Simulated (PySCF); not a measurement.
# Property card for 2,2-dichloropropane, `CC(C)(Cl)Cl`

Compound: 2,2-dichloropropane, C3H6Cl2.
Bonds: C1–C2, C2–C3, C2–Cl4, C2–Cl5. Hydrogens: H6, H7, H8 on C1; H9, H10, H11 on C3.

**GFN2-xTB geometry**

```yaml
Point_group_of_the_GFN2-xTB_geometry: C2v
Rotational_constants_A_B_C_of_the_GFN2-xTB_geometry: 3.658, 2.480, 2.171 GHz
```

**PBE0/pcSseg-1 ground state and GIAO shieldings, non-relativistic (PySCF)**

```yaml
Dipole_moment: 2.45 D
HOMO_energy: -8.46 eV
LUMO_energy: 0.17 eV
HOMO–LUMO_gap: 8.63 eV
Lowest_Hirshfeld_atomic_charge: -0.13 e on C1/C3
Highest_Hirshfeld_atomic_charge: +0.09 e on C2
13C_chemical_shifts_computed_TMS_as_zero_by_class: 99.3 (C2), 41.4 (C1/C3) ppm
1H_chemical_shifts_computed_TMS_as_zero_by_class: 2.10 (H6/H7/H8/H9/H10/H11) ppm
Isotropic_shieldings_of_nuclei_other_than_C_and_H_by_class: 583 (Cl4/Cl5) ppm
Mayer_bond_orders_between_heavy_atoms: C1–C2 0.96, C2–C3 0.96, C2–Cl4 1.02, C2–Cl5 1.02
```

Monoisotopic mass from the formula: 111.9847 u.

With B = h/(8π²I), that is 505.379 GHz u Å² over I, the principal moments of inertia are 138.2, 203.8 and 232.8 u Å² (most abundant isotopes). A dipole of 2.45 D is allowed in C2v, and pure rotational transitions are dipole-allowed. The rotational constants make it an asymmetric top with κ = (2B − A − C)/(A − C) = -0.58, nearer the prolate limit (−1). In atomic units the dipole is 0.96 e·bohr (1 au = 2.5417 D).

Geometry: GFN2-xTB; no solvent or vibrations. The shieldings hold no spin–orbit term; for a carbon that bears several chlorines this term is known to matter. NMR classes are plain means over equivalent atoms (diastereotopic ones count apart unless rotation or inversion swaps them), as if these changed places fast; in this geometry the members of some classes differ.

For the NMR shielding job (PBE0/pcSseg-1), hardware: an Arm Neoverse V1 with one thread, no GPU, on a shared host. Cost: 10 s wall.
